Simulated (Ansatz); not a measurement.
# AlCO+ (quintet): the correlation ladder, cc-pVTZ

How much of the correlation energy of AlCO+ (quintet) does each wave-function method recover here?

The runs use Ansatz 0.2.0, Gaussian basis; cc-pVTZ, core rule «outside noble gas», up to 7 orbitals frozen.

The runs, in order: UHF; CCSD(T) on ROHF; CCSD(T) on UHF; BCCD(T) on ROHF; CCSDT(Q) on ROHF; CCSDT(Q) on UHF; CASSCF and NEVPT2, 12 electrons in 12 orbitals.

5 further runs of the same task are left out: 2 for a known fault of the program, 3 set aside as unsound or not needed.

## 1. What is computed

The geometry is a PBE0/def2-TZVP stationary point (not a proven minimum) of the parent state, kept for this charge and spin.

3 atoms, charge 1, spin multiplicity 5.

Atoms are counted from 1 here; the program's logs count them from 0.

Bond lengths: Al1–C2 1.847 Å, C2–O3 1.158 Å. Angles: Al1–C2–O3 180.0°.

Coordinates:

```xyz
3

Al    0.0000    0.0000    1.6172
C     0.0000    0.0000   -0.2294
O     0.0000    0.0000   -1.3878
```

In the tables R marks a restricted open-shell determinant and U an unrestricted one; 'valence' is the active space of 12 electrons in 12 orbitals; energies count from the table's Hartree-Fock row.

## 2. UHF

Input file in.yaml:

```yaml
crystal:
  periodic: [false, false, false]
  atoms:
    - {symbol: Al, position_ang: [0.000000, 0.000000, 1.617200]}
    - {symbol: C, position_ang: [0.000000, 0.000000, -0.229400]}
    - {symbol: O, position_ang: [0.000000, 0.000000, -1.387800]}
basis:
  gaussian: {orbitals: cc-pVTZ}
total_charge: 1
magnetization: {spin_polarized: true, initial_magnetization: 4}
hamiltonian: {xc: hf}
output: {orbitals: {seedname: orbitals}}
```

Run with:

```
> ansatz run in.yaml --threads 1 --pin off --events-out ev --progress --plain --max-ram 2560MiB --backend cpu
```

What it wrote:

```text
Functional definition: HF
  name "HF"
  cite "Fock, Z. Phys. 61, 126 (1930) doi:10.1007/BF01340294"
  parent pbe
  exchange = exact_x
  correlation = 0
775 factors; their error is unknown
mean field evaluation 1: about -9628.0686 eV, gradient 3.7e1 eV
mean field evaluation 2: about -9630.2221 eV, gradient 3.5e1 eV
mean field evaluation 4: about -9635.3425 eV, gradient 2.9e0 eV
mean field evaluation 8: about -9635.6268 eV, gradient 7.5e-1 eV
mean field evaluation 16: about -9635.6734 eV, gradient 1.3e-1 eV
mean field evaluation 32: about -9638.4206 eV, gradient 4.2e-4 eV
mean field evaluation 64: about -9634.3533 eV, gradient 2.0e0 eV
mean field evaluation 96: about -9630.9618 eV, gradient 2.8e1 eV
mean field evaluation 128: about -9635.7924 eV, gradient 1.2e-4 eV
mean field -9638.41858952 eV, -354.2053500101 hartree, gradient 5.0e-5 eV, S^2 6.018674; 4 other end points of the search recorded, 0 dependent functions left out
reference -9638.41858952 eV, -354.2053500101 hartree; 15, 11 occupied and 79, 83 virtual orbitals, 775 factors
Total energy: -9638.41858952 eV, -354.2053500101 hartree
```

It took 2.6 s on 1 thread of AMD EPYC 7R13, shared host.

From the report: ⟨S²⟩ of the determinant 6.019 (pure quintet: 6.00).

## 3. CCSD(T) on ROHF

in.yaml: that of step 2 with these lines changed.

```diff
@@ -9,4 +9,3 @@
 total_charge: 1
-magnetization: {spin_polarized: true, initial_magnetization: 4}
-hamiltonian: {xc: hf}
-output: {orbitals: {seedname: orbitals}}
+magnetization: {spin_polarized: false, initial_magnetization: 4}
+correlation: {method: ccsd_t, electrons: outside_noble_gas}
```

Run with:

```
> ansatz run in.yaml --threads 2 --pin off --events-out ev --progress --plain --max-ram 15360MiB --backend cuda --devices 0, --max-vram 18GiB
```

What it wrote, cut to the lines that bear on the results:

```text
Functional definition: HF
  name "HF"
  cite "Fock, Z. Phys. 61, 126 (1930) doi:10.1007/BF01340294"
  parent pbe
[...]
589 factors; integrals over basis functions are off by at most 1.2e-3 eV
[...]
mean field -9638.14525661 eV, -354.1953052110 hartree, gradient 2.1e-6 eV, S^2 6.000000; 15 other end points of the search recorded, 0 dependent functions left out
[...]
determinant -9638.14525661 eV, -354.1953052110 hartree, with singles and doubles -9647.49030024 eV, -354.5387292301 hartree
determinant -9635.61418214 eV, -354.1022899399 hartree, with singles and doubles -9644.52557613 eV, -354.4297776287 hartree
determinant -9635.48781665 eV, -354.0976460936 hartree, with singles and doubles -9645.78092187 eV, -354.4759107337 hartree
determinant -9635.16387576 eV, -354.0857414855 hartree, with singles and doubles -9645.71969631 eV, -354.4736607358 hartree
determinant -9635.05896820 eV, -354.0818862038 hartree, with singles and doubles -9645.85524121 eV, -354.4786419189 hartree
determinant -9634.76562568 eV, -354.0711060651 hartree, with singles and doubles -9643.65016898 eV, -354.3976070091 hartree
7 core orbitals not correlated: weight in the atoms' cores, before any rotation towards them, 1.000 or more for the frozen orbitals, at most 0.000 for the correlated occupied ones
reference -9638.14525661 eV, -354.1953052110 hartree; 8, 4 occupied and 79, 83 virtual orbitals, 589 factors
second order -8.47928090 eV of doubles, -0.16802354 eV of singles
cycle   1  -9.27730936 eV  change   -8.8e-1 eV  update   1.9e-2
[...]
cycle   9  -9.30191717 eV  change    7.6e-6 eV  update   1.3e-5
perturbative correction -0.36175325 eV, -0.0132941869 hartree
Total energy: -9647.80892704 eV, -354.5504385489 hartree
```

It took 8.5 s on 1 × H100 (card shared with other runs) with 2 threads of AMD EPYC 7R13, shared host; peak host memory 0.82 GiB.

From the report: correlation -9.6637 eV; T1 0.024; largest double amplitude 0.07.

## 4. CCSD(T) on UHF

in.yaml: that of step 3 with these lines changed.

```diff
@@ -9,3 +9,3 @@
 total_charge: 1
-magnetization: {spin_polarized: false, initial_magnetization: 4}
+magnetization: {spin_polarized: true, initial_magnetization: 4}
 correlation: {method: ccsd_t, electrons: outside_noble_gas}
```

The command is unchanged.

What it wrote, cut to the lines that bear on the results:

```text
Functional definition: HF
  name "HF"
  cite "Fock, Z. Phys. 61, 126 (1930) doi:10.1007/BF01340294"
  parent pbe
[...]
589 factors; integrals over basis functions are off by at most 1.2e-3 eV
[...]
mean field -9638.41877415 eV, -354.2053567951 hartree, gradient 1.8e-6 eV, S^2 6.018674; 13 other end points of the search recorded, 0 dependent functions left out
determinant -9638.41877415 eV, -354.2053567951 hartree, with singles and doubles -9647.49123873 eV, -354.5387637188 hartree
determinant -9635.90209582 eV, -354.1128705723 hartree, with singles and doubles -9644.52496542 eV, -354.4297551854 hartree
determinant -9635.79255439 eV, -354.1088449992 hartree, with singles and doubles -9645.77002267 eV, -354.4755101953 hartree
determinant -9635.41143628 eV, -354.0948391670 hartree, with singles and doubles -9645.77051896 eV, -354.4755284338 hartree
determinant -9635.03389248 eV, -354.0809646881 hartree, with singles and doubles -9643.65248488 eV, -354.3976921170 hartree
7 core orbitals not correlated: weight in the atoms' cores, before any rotation towards them, 1.000 or more for the frozen orbitals, at most 0.000 for the correlated occupied ones
reference -9638.41877415 eV, -354.2053567951 hartree; 8, 4 occupied and 79, 83 virtual orbitals, 589 factors
second order -8.32539927 eV of doubles, -0.00000000 eV of singles
cycle   1  -9.01284615 eV  change   -9.0e-1 eV  update   2.0e-2
[...]
cycle  10  -9.03812970 eV  change    2.5e-6 eV  update   9.1e-6
perturbative correction -0.35436756 eV, -0.0130227676 hartree
Total energy: -9647.81127140 eV, -354.5505247028 hartree
```

Wall time 7 s (1 × H100 (card shared with other runs) with 2 threads of AMD EPYC 7R13, shared host); peak host memory 0.81 GiB.

From the report: ⟨S²⟩ of the determinant 6.019 (pure quintet: 6.00); correlation -9.3925 eV; T1 0.023; largest double amplitude 0.07.

## 5. BCCD(T) on ROHF

in.yaml: that of step 4 with these lines changed.

```diff
@@ -9,3 +9,3 @@
 total_charge: 1
-magnetization: {spin_polarized: true, initial_magnetization: 4}
-correlation: {method: ccsd_t, electrons: outside_noble_gas}
+magnetization: {spin_polarized: false, initial_magnetization: 4}
+correlation: {method: bccd_t, electrons: outside_noble_gas}
```

The command is unchanged.

What it wrote, cut to the lines that bear on the results:

```text
Functional definition: HF
  name "HF"
  cite "Fock, Z. Phys. 61, 126 (1930) doi:10.1007/BF01340294"
  parent pbe
[...]
589 factors; integrals over basis functions are off by at most 1.2e-3 eV
[...]
mean field -9638.14525661 eV, -354.1953052110 hartree, gradient 2.1e-6 eV, S^2 6.000000; 15 other end points of the search recorded, 0 dependent functions left out
[...]
determinant -9638.14525661 eV, -354.1953052110 hartree, with singles and doubles -9647.49030024 eV, -354.5387292301 hartree
determinant -9635.61418214 eV, -354.1022899399 hartree, with singles and doubles -9644.52557613 eV, -354.4297776287 hartree
determinant -9635.48781665 eV, -354.0976460936 hartree, with singles and doubles -9645.78092187 eV, -354.4759107337 hartree
determinant -9635.16387576 eV, -354.0857414855 hartree, with singles and doubles -9645.71969631 eV, -354.4736607358 hartree
determinant -9635.05896820 eV, -354.0818862038 hartree, with singles and doubles -9645.85524121 eV, -354.4786419189 hartree
determinant -9634.76562568 eV, -354.0711060651 hartree, with singles and doubles -9643.65016898 eV, -354.3976070091 hartree
7 core orbitals not correlated: weight in the atoms' cores, before any rotation towards them, 1.000 or more for the frozen orbitals, at most 0.000 for the correlated occupied ones
reference -9638.14525661 eV, -354.1953052110 hartree; 8, 4 occupied and 79, 83 virtual orbitals, 589 factors
second order -8.47928090 eV of doubles, -0.16802354 eV of singles
cycle   1  -9.26319288 eV  change   -8.6e-1 eV  update   2.3e-2
[...]
cycle  11  -9.28642643 eV  change   -6.6e-6 eV  update   1.1e-5
perturbative correction -0.37485706 eV, -0.0137757429 hartree
Total energy: -9647.80654011 eV, -354.5503508307 hartree
```

Run time: 8.5 s. Hardware: 1 × H100 (card shared with other runs) with 2 threads of AMD EPYC 7R13, shared host; peak host memory 0.82 GiB.

From the report: correlation -9.6613 eV; largest double amplitude 0.07.

## 6. CCSDT(Q) on ROHF

in.yaml: that of step 5 with these lines changed.

```diff
@@ -10,2 +10,2 @@
 magnetization: {spin_polarized: false, initial_magnetization: 4}
-correlation: {method: bccd_t, electrons: outside_noble_gas}
+correlation: {method: ccsdt_q, electrons: outside_noble_gas}
```

The command is unchanged.

What it wrote, cut to the lines that bear on the results:

```text
Functional definition: HF
  name "HF"
  cite "Fock, Z. Phys. 61, 126 (1930) doi:10.1007/BF01340294"
  parent pbe
[...]
1134 factors; integrals over basis functions are off by at most 1.9e-7 eV
[...]
mean field -9638.14528213 eV, -354.1953061489 hartree, gradient 2.2e-6 eV, S^2 6.000000; 15 other end points of the search recorded, 0 dependent functions left out
[...]
determinant -9638.14528213 eV, -354.1953061489 hartree, with singles and doubles -9647.49033336 eV, -354.5387304472 hartree
determinant -9635.61420114 eV, -354.1022906379 hartree, with singles and doubles -9644.52561038 eV, -354.4297788872 hartree
determinant -9635.48784288 eV, -354.0976470575 hartree, with singles and doubles -9645.78095212 eV, -354.4759118454 hartree
determinant -9635.16390162 eV, -354.0857424357 hartree, with singles and doubles -9645.71972573 eV, -354.4736618171 hartree
determinant -9635.05899339 eV, -354.0818871294 hartree, with singles and doubles -9645.85527261 eV, -354.4786430729 hartree
determinant -9634.76564475 eV, -354.0711067660 hartree, with singles and doubles -9643.65020205 eV, -354.3976082243 hartree
7 core orbitals not correlated: weight in the atoms' cores, before any rotation towards them, 1.000 or more for the frozen orbitals, at most 0.000 for the correlated occupied ones
reference -9638.14528213 eV, -354.1953061489 hartree; 8, 4 occupied and 79, 83 virtual orbitals, 1134 factors
second order -8.47928850 eV of doubles, -0.16802360 eV of singles
cycle   1  -9.02062131 eV  change   -3.7e-1 eV  update   8.4e-2
[...]
cycle  27  -9.70107099 eV  change   -6.1e-7 eV  update   5.6e-7
perturbative correction -0.01860050 eV, -0.0006835557 hartree
Total energy: -9647.86495362 eV, -354.5524974879 hartree
```

Run time: 31 s. Hardware: 1 × H100 (card shared with other runs) with 2 threads of AMD EPYC 7R13, shared host; peak host memory 1.2 GiB.

From the report: correlation -9.7197 eV; T1 0.026; largest double amplitude 0.09.

## 7. CCSDT(Q) on UHF

in.yaml: that of step 6 with these lines changed.

```diff
@@ -9,3 +9,3 @@
 total_charge: 1
-magnetization: {spin_polarized: false, initial_magnetization: 4}
+magnetization: {spin_polarized: true, initial_magnetization: 4}
 correlation: {method: ccsdt_q, electrons: outside_noble_gas}
```

Same command.

What it wrote, cut to the lines that bear on the results:

```text
Functional definition: HF
  name "HF"
  cite "Fock, Z. Phys. 61, 126 (1930) doi:10.1007/BF01340294"
  parent pbe
[...]
1134 factors; integrals over basis functions are off by at most 1.9e-7 eV
[...]
mean field -9638.41879979 eV, -354.2053577375 hartree, gradient 1.9e-6 eV, S^2 6.018674; 13 other end points of the search recorded, 0 dependent functions left out
determinant -9638.41879979 eV, -354.2053577375 hartree, with singles and doubles -9647.49127147 eV, -354.5387649222 hartree
determinant -9635.90211496 eV, -354.1128712759 hartree, with singles and doubles -9644.52499962 eV, -354.4297564422 hartree
determinant -9635.79258092 eV, -354.1088459740 hartree, with singles and doubles -9645.77005325 eV, -354.4755113193 hartree
determinant -9635.41146256 eV, -354.0948401324 hartree, with singles and doubles -9645.77054720 eV, -354.4755294715 hartree
determinant -9635.03391181 eV, -354.0809653985 hartree, with singles and doubles -9643.65251725 eV, -354.3976933064 hartree
7 core orbitals not correlated: weight in the atoms' cores, before any rotation towards them, 1.000 or more for the frozen orbitals, at most 0.000 for the correlated occupied ones
reference -9638.41879979 eV, -354.2053577375 hartree; 8, 4 occupied and 79, 83 virtual orbitals, 1134 factors
second order -8.32540611 eV of doubles, -0.00000000 eV of singles
cycle   1  -8.73892702 eV  change   -4.1e-1 eV  update   8.5e-2
[...]
cycle  27  -9.43203509 eV  change   -6.2e-7 eV  update   5.5e-7
perturbative correction -0.02066773 eV, -0.0007595252 hartree
Total energy: -9647.87150262 eV, -354.5527381591 hartree
```

It took 40 s on 1 × H100 (card shared with other runs) with 2 threads of AMD EPYC 7R13, shared host; peak host memory 1.1 GiB.

From the report: ⟨S²⟩ of the determinant 6.019 (pure quintet: 6.00); correlation -9.4527 eV; T1 0.025; largest double amplitude 0.09.

## 8. CASSCF and NEVPT2, 12 electrons in 12 orbitals

in.yaml: that of step 7 with these lines changed.

```diff
@@ -9,3 +9,3 @@
 total_charge: 1
-magnetization: {spin_polarized: true, initial_magnetization: 4}
-correlation: {method: ccsdt_q, electrons: outside_noble_gas}
+magnetization: {spin_polarized: false, initial_magnetization: 4}
+correlation: {method: sc_nevpt2, electrons: outside_noble_gas, active_space: {window: {electrons: 12, orbitals: 12}, shells: [{species: Al, l: s, shell: 3}, {species: Al, l: p, shell: 3}, {species: C, l: s, shell: 2}, {species: C, l: p, shell: 2}, {species: O, l: s, shell: 2}, {species: O, l: p, shell: 2}]}}
```

Launched as before.

What it wrote, cut to the lines that bear on the results:

```text
Functional definition: HF
  name "HF"
  cite "Fock, Z. Phys. 61, 126 (1930) doi:10.1007/BF01340294"
  parent pbe
[...]
1134 factors; integrals over basis functions are off by at most 1.9e-7 eV
[...]
mean field -9638.14528213 eV, -354.1953061489 hartree, gradient 2.2e-6 eV, S^2 6.000000; 15 other end points of the search recorded, 0 dependent functions left out
reference -9638.14528213 eV, -354.1953061489 hartree; 15, 11 occupied and 79, 83 virtual orbitals, 1134 factors
state -9640.72475975 eV, -354.2901002030 hartree
state -9640.72475975 eV, -354.2901002030 hartree; corrected -9646.61350844 eV, -354.5065077257 hartree
Total energy: -9646.61350844 eV, -354.5065077257 hartree
Checks for a lower state left out: starts, orbital_swaps
```

It took 7.5 s on 1 × H100 (card shared with other runs) with 2 threads of AMD EPYC 7R13, shared host; peak host memory 0.8 GiB.

From the report: 61,200 determinants; active occupations 2.00, 1.98, 1.97, 1.97, 1.00, 1.00, 1.00, 0.99, 0.03, 0.02, 0.02, 0.01.

## 9. Natural occupations

Natural occupations of the CASSCF valence state about the gap (report; correlated orbitals 2 to 11): 1.981, 1.974, 1.973, 1.001, 1.001, 0.996, 0.986, 0.034, 0.024, 0.021. The count of effectively unpaired electrons, Σ n²(2 − n)², is 4.02; a single determinant of this spin has 4.

## 10. Misses and costs

The yardstick is UCCSDT(Q), where the cluster series has nearly closed. Rows without a time come out of other runs: HF, MP2 and CCSD of CCSD(T), CCSDT of CCSDT(Q), CASSCF and MRCISD of the multireference runs.

Differences are taken before rounding.

| method | energy from the lowest ROHF (meV) | from UCCSDT(Q) (meV) | time |
| --- | --- | --- | --- |
| ROHF | 0.0 | +9726.2 |  |
| UHF | -273.5 | +9452.7 |  |
| RMP2 | -8647.3 | +1078.9 |  |
| UMP2 | -8598.9 | +1127.3 |  |
| RCCSD | -9301.9 | +424.3 |  |
| UCCSD | -9311.6 | +414.6 |  |
| RCCSD(T) | -9663.7 | +62.6 | 8.5 s |
| UCCSD(T) | -9666.0 | +60.2 | 7 s |
| BCCD(T) | -9661.3 | +65.0 | 8.5 s |
| RCCSDT | -9701.1 | +25.1 |  |
| UCCSDT | -9705.6 | +20.7 |  |
| RCCSDT(Q) | -9719.7 | +6.5 | 31 s |
| UCCSDT(Q) | -9726.2 | 0 | 40 s |
| CASSCF valence | -2579.5 | +7146.7 |  |
| NEVPT2 valence | -8468.3 | +1258.0 | 7.5 s |

Among the levels timed on like hardware and quicker than the yardstick, those that no quicker one beats, quickest first: UCCSD(T) (7 s, +60.2 meV); RCCSDT(Q) (31 s, +6.5 meV).

## 11. Results

```
                         quantity                      value
    UCCSDT(Q) from the ROHF energy                 -9.7262 eV
              RMP2 from UCCSDT(Q)                +1078.9 meV
              UMP2 from UCCSDT(Q)                +1127.3 meV
             RCCSD from UCCSDT(Q)                 +424.3 meV
          RCCSD(T) from UCCSDT(Q)                  +62.6 meV
          UCCSD(T) from UCCSDT(Q)                  +60.2 meV
         RCCSDT(Q) from UCCSDT(Q)                   +6.5 meV
    NEVPT2 valence from UCCSDT(Q)                +1258.0 meV
levels within 1 kcal/mol (43 meV)  RCCSDT, UCCSDT, RCCSDT(Q)
                    T1 diagnostic                      0.024
   effectively unpaired electrons                       4.02
```

**Reading.** RCCSD(T) misses by +62.6 meV, 0.6 % of the correlation energy. One determinant dominates. These misses are within one basis, not against nature; the frozen cores of restricted and unrestricted runs differ, which can shift their rows.

RCCSDT(Q) reaches 6.5 meV from the reference in 31 s, where UCCSDT(Q) took 40 s; the quickest level in the cost chart, UCCSD(T), takes 7 s and misses by 60.2 meV.
